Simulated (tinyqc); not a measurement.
Inside a calculation. Method: UKS/exchange-only LDA in the sto-3g basis, for H2O+, spin multiplicity 2. One step of it, computed by the program tinyqc.

Problem. Iteration 2: diagonalisation and new density. Diagonalise F' = X^T F X, C = X C', fill 5 alpha and 4 beta electrons from the bottom; D(s) = C_occ C_occ^T. Each column has its largest component positive (the first on a tie).

F(alpha) (hartree), order 1O 1s, 1O 2s, 1O 2px, 1O 2py, 1O 2pz, 2H 1s, 3H 1s:
```
[[-19.194184, -4.967603, 0.000000, 0.000000, -0.018147, -0.942482, -0.942482],
 [-4.967603, -2.615817, 0.000000, 0.000000, -0.146814, -0.902126, -0.902126],
 [0.000000, 0.000000, -0.816871, 0.000000, 0.000000, 0.000000, 0.000000],
 [0.000000, 0.000000, 0.000000, -0.845978, 0.000000, -0.356479, 0.356479],
 [-0.018147, -0.146814, 0.000000, 0.000000, -0.811818, -0.338703, -0.338703],
 [-0.942482, -0.902126, 0.000000, -0.356479, -0.338703, -0.741698, -0.346178],
 [-0.942482, -0.902126, 0.000000, 0.356479, -0.338703, -0.346178, -0.741698]]
```

F(beta) (hartree), order 1O 1s, 1O 2s, 1O 2px, 1O 2py, 1O 2pz, 2H 1s, 3H 1s:
```
[[-19.172150, -4.950968, 0.000000, 0.000000, -0.017327, -0.939511, -0.939511],
 [-4.950968, -2.531536, 0.000000, 0.000000, -0.143316, -0.881720, -0.881720],
 [0.000000, 0.000000, -0.665543, 0.000000, 0.000000, 0.000000, 0.000000],
 [0.000000, 0.000000, 0.000000, -0.794171, 0.000000, -0.350578, 0.350578],
 [-0.017327, -0.143316, 0.000000, 0.000000, -0.761622, -0.333349, -0.333349],
 [-0.939511, -0.881720, 0.000000, -0.350578, -0.333349, -0.739157, -0.341203],
 [-0.939511, -0.881720, 0.000000, 0.350578, -0.333349, -0.341203, -0.739157]]
```

X, order 1O 1s, 1O 2s, 1O 2px, 1O 2py, 1O 2pz, 2H 1s, 3H 1s:
```
[[1.023865, -0.139350, 0.000000, 0.000000, -0.008954, 0.020205, 0.020205],
 [-0.139350, 1.189816, 0.000000, 0.000000, 0.090622, -0.249554, -0.249554],
 [0.000000, 0.000000, 1.000000, 0.000000, 0.000000, 0.000000, 0.000000],
 [0.000000, 0.000000, 0.000000, 1.084666, 0.000000, -0.193757, 0.193757],
 [-0.008954, 0.090622, 0.000000, 0.000000, 1.048915, -0.135185, -0.135185],
 [0.020205, -0.249554, 0.000000, -0.193757, -0.135185, 1.160890, -0.079227],
 [0.020205, -0.249554, 0.000000, 0.193757, -0.135185, -0.079227, 1.160890]]
```

Give: F' = X^T F X; orbital energies; coefficients C; F' = X^T F X; orbital energies; coefficients C; D(alpha) after iteration 2; D(beta) after iteration 2.

Solution.

F' = X^T F X (alpha) (hartree):
```
[[-18.8231, -2.5844, 0.0000, 0.0000, -0.0337, -0.1245, -0.1245],
 [-2.5844, -1.6309, 0.0000, 0.0000, -0.0458, -0.3091, -0.3091],
 [0.0000, 0.0000, -0.8169, 0.0000, 0.0000, 0.0000, 0.0000],
 [0.0000, 0.0000, 0.0000, -0.7253, 0.0000, -0.2334, 0.2334],
 [-0.0337, -0.0458, 0.0000, 0.0000, -0.7437, -0.1752, -0.1752],
 [-0.1245, -0.3091, 0.0000, -0.2334, -0.1752, -0.4014, -0.0722],
 [-0.1245, -0.3091, 0.0000, 0.2334, -0.1752, -0.0722, -0.4014]]
```

orbital energies (alpha) (hartree): [-19.2063, -1.4513, -0.9122, -0.8169, -0.8031, -0.2106, -0.1422]

coefficients C (alpha), order 1O 1s, 1O 2s, 1O 2px, 1O 2py, 1O 2pz, 2H 1s, 3H 1s:
```
[[0.9929, -0.2503, 0.0000, 0.0000, 0.0884, 0.1113, 0.0000],
 [0.0313, 0.9325, 0.0000, 0.0000, -0.4069, -0.7292, 0.0000],
 [0.0000, 0.0000, 0.0000, 1.0000, 0.0000, 0.0000, 0.0000],
 [0.0000, 0.0000, 0.8089, 0.0000, 0.0000, 0.0000, -0.7729],
 [0.0044, 0.2070, 0.0000, 0.0000, 0.8673, -0.5916, 0.0000],
 [-0.0070, 0.0713, 0.2634, 0.0000, 0.1672, 0.7955, 0.8585],
 [-0.0070, 0.0713, -0.2634, 0.0000, 0.1672, 0.7955, -0.8585]]
```

F' = X^T F X (beta) (hartree):
```
[[-18.8031, -2.5801, 0.0000, 0.0000, -0.0333, -0.1253, -0.1253],
 [-2.5801, -1.5389, 0.0000, 0.0000, -0.0378, -0.3073, -0.3073],
 [0.0000, 0.0000, -0.6655, 0.0000, 0.0000, 0.0000, 0.0000],
 [0.0000, 0.0000, 0.0000, -0.6695, 0.0000, -0.2354, 0.2354],
 [-0.0333, -0.0378, 0.0000, 0.0000, -0.6909, -0.1766, -0.1766],
 [-0.1253, -0.3073, 0.0000, -0.2354, -0.1766, -0.4060, -0.0713],
 [-0.1253, -0.3073, 0.0000, 0.2354, -0.1766, -0.0713, -0.4060]]
```

orbital energies (beta) (hartree): [-19.1836, -1.3765, -0.8747, -0.7567, -0.6655, -0.1934, -0.1295]

coefficients C (beta), order 1O 1s, 1O 2s, 1O 2px, 1O 2py, 1O 2pz, 2H 1s, 3H 1s:
```
[[0.9931, -0.2446, 0.0000, 0.0956, 0.0000, 0.1157, 0.0000],
 [0.0303, 0.9038, 0.0000, -0.4417, 0.0000, -0.7450, 0.0000],
 [0.0000, 0.0000, 0.0000, 0.0000, 1.0000, 0.0000, 0.0000],
 [0.0000, 0.0000, 0.7796, 0.0000, 0.0000, 0.0000, -0.8024],
 [0.0042, 0.2076, 0.0000, 0.8497, 0.0000, -0.6164, 0.0000],
 [-0.0067, 0.0965, 0.2952, 0.1832, 0.0000, 0.7893, 0.8481],
 [-0.0067, 0.0965, -0.2952, 0.1832, 0.0000, 0.7893, -0.8481]]
```

D(alpha) after iteration 2, order 1O 1s, 1O 2s, 1O 2px, 1O 2py, 1O 2pz, 2H 1s, 3H 1s:
```
[[1.0562, -0.2382, 0.0000, 0.0000, 0.0292, -0.0100, -0.0100],
 [-0.2382, 1.0361, 0.0000, 0.0000, -0.1598, -0.0018, -0.0018],
 [0.0000, 0.0000, 1.0000, 0.0000, 0.0000, 0.0000, 0.0000],
 [0.0000, 0.0000, 0.0000, 0.6543, 0.0000, 0.2131, -0.2131],
 [0.0292, -0.1598, 0.0000, 0.0000, 0.7951, 0.1598, 0.1598],
 [-0.0100, -0.0018, 0.0000, 0.2131, 0.1598, 0.1025, -0.0363],
 [-0.0100, -0.0018, 0.0000, -0.2131, 0.1598, -0.0363, 0.1025]]
```

D(beta) after iteration 2, order 1O 1s, 1O 2s, 1O 2px, 1O 2py, 1O 2pz, 2H 1s, 3H 1s:
```
[[1.0552, -0.2332, 0.0000, 0.0000, 0.0346, -0.0128, -0.0128],
 [-0.2332, 1.0129, 0.0000, 0.0000, -0.1876, 0.0061, 0.0061],
 [0.0000, 0.0000, 0.0000, 0.0000, 0.0000, 0.0000, 0.0000],
 [0.0000, 0.0000, 0.0000, 0.6077, 0.0000, 0.2301, -0.2301],
 [0.0346, -0.1876, 0.0000, 0.0000, 0.7652, 0.1757, 0.1757],
 [-0.0128, 0.0061, 0.0000, 0.2301, 0.1757, 0.1301, -0.0442],
 [-0.0128, 0.0061, 0.0000, -0.2301, 0.1757, -0.0442, 0.1301]]
```
